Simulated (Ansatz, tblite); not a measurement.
# The cluster TaTe₂−: rung by rung

An exercise on one series of results from a longer session: the logs are not shown, and one member is left open.

Method: as each input shows; program: Ansatz 0.2.0, Gaussian basis.

Levels to be run: GFN1-xTB, GFN2-xTB, PBE-D4/def2-TZVPD, r2SCAN-D4/def2-TZVPD, CAM-B3LYP-D4/def2-TZVPD, r2SCANh-D4/def2-TZVPD, BHLYP-D4/def2-TZVPD, BLYP-D4/def2-TZVPD, HSE06-D4/def2-TZVPD, PBE+5HF/def2-TZVPD, PBE+10HF/def2-TZVPD, PBE+15HF/def2-TZVPD, PBE+35HF/def2-TZVPD, PBE+50HF/def2-TZVPD, PBE-D4/def2-SVPD, PBE0-D4/def2-SVPD, CCSD(T)/def2-TZVPPD, MP2/def2-TZVPD, RPA/def2-TZVPD.

1 further run of the same task is left out (set aside as unsound or not needed). Runs told in other sessions of the task aren't counted.

## The geometry

The geometry is that of the singlet, from an earlier relaxation (r2SCAN-D4/def2-TZVPD). At that level it is the lowest of the isomers that a small search found.

3 atoms, charge -1, spin multiplicity 1.

Bond lengths: Ta1–Te2 2.531 Å, Ta1–Te3 2.531 Å. Angles: Te2–Ta1–Te3 119.1°.

Ta, Te take a core potential in the def2 sets. No spin-orbit coupling is included. The ion is computed in the gas phase, without counter-ions or solvent.

PBE0-D4/def2-TZVPD was run before; its log isn't repeated, and its numbers join the tables.

The first run:

Tight binding, by tblite at 300 K electronic temperature and without a spin-polarisation term:

```python
tblite.interface.Calculator('GFN1-xTB', numbers, positions, charge=-1, uhf=0).singlepoint()
```

Tight binding, by tblite at 300 K electronic temperature and without a spin-polarisation term:

```python
tblite.interface.Calculator('GFN2-xTB', numbers, positions, charge=-1, uhf=0).singlepoint()
```

start.molden holds the orbitals of an earlier run on this state, given as this run's starting guess.

File in.yaml:

```yaml
crystal:
  periodic: [false, false, false]
  atoms:
    - {symbol: Ta, position_ang: [0.830704, -0.127574, -0.159863]}
    - {symbol: Te, position_ang: [-0.219931, 2.139686, -0.561199]}
    - {symbol: Te, position_ang: [-0.610773, -2.012112, 0.721062]}
basis:
  gaussian: {orbitals: def2-TZVPD, initial_orbitals: start.molden}
total_charge: -1
hamiltonian: {xc: pbe, dispersion: d4}
scf: {omitted_lower_state_checks: [starts]}
output: {orbitals: {seedname: orbitals}}
```

Launch:

```
$ ansatz run in.yaml --threads 4 --pin off --events-out ev --progress --plain --max-ram 3916MiB
```

Steps of the session up to this table: PBE-D4/def2-TZVPD; r2SCAN-D4/def2-TZVPD; CAM-B3LYP-D4/def2-TZVPD; r2SCANh-D4/def2-TZVPD; BHLYP-D4/def2-TZVPD; BLYP-D4/def2-TZVPD; HSE06-D4/def2-TZVPD; PBE+5HF/def2-TZVPD; PBE+10HF/def2-TZVPD; PBE+15HF/def2-TZVPD; PBE+35HF/def2-TZVPD; PBE+50HF/def2-TZVPD; PBE-D4/def2-SVPD; PBE0-D4/def2-SVPD; CCSD(T)/def2-TZVPPD; MP2/def2-TZVPD; RPA/def2-TZVPD.

One table of the session follows, with a row left open; its other results are not shown here.

It belongs to the step «Levels side by side». 

| level | HOMO (eV) | LUMO (eV) | gap (eV) |
| --- | --- | --- | --- |
| PBE-D4/def2-SVPD | -0.17 | 0.43 | 0.59 |
| PBE-D4/def2-TZVPD | -0.20 | 0.40 | 0.60 |
| BLYP-D4/def2-TZVPD | -0.06 | 0.54 | 0.60 |
| r2SCAN-D4/def2-TZVPD | ? | ? | ? |
| r2SCANh-D4/def2-TZVPD | -0.79 | 0.66 | 1.45 |
| PBE0-D4/def2-SVPD | -1.18 | 1.16 | 2.33 |
| PBE0-D4/def2-TZVPD | -1.19 | 1.14 | 2.34 |
| HSE06-D4/def2-TZVPD | -0.80 | 0.77 | 1.57 |
| BHLYP-D4/def2-TZVPD | -2.11 | 2.02 | 4.13 |
| CAM-B3LYP-D4/def2-TZVPD | -2.45 | 2.20 | 4.65 |
| PBE+5HF/def2-TZVPD | -0.39 | 0.54 | 0.94 |
| PBE+10HF/def2-TZVPD | -0.59 | 0.69 | 1.28 |
| PBE+15HF/def2-TZVPD | -0.79 | 0.84 | 1.63 |
| PBE+35HF/def2-TZVPD | -1.61 | 1.45 | 3.05 |
| PBE+50HF/def2-TZVPD | -2.23 | 1.91 | 4.14 |

Estimate the missing values for r2SCAN-D4/def2-TZVPD.

As computed: HOMO (eV): -0.42; LUMO (eV): 0.37; gap (eV): 0.79. In the column «HOMO (eV)» it lies between PBE+10HF/def2-TZVPD (-0.59) and PBE+5HF/def2-TZVPD (-0.39).
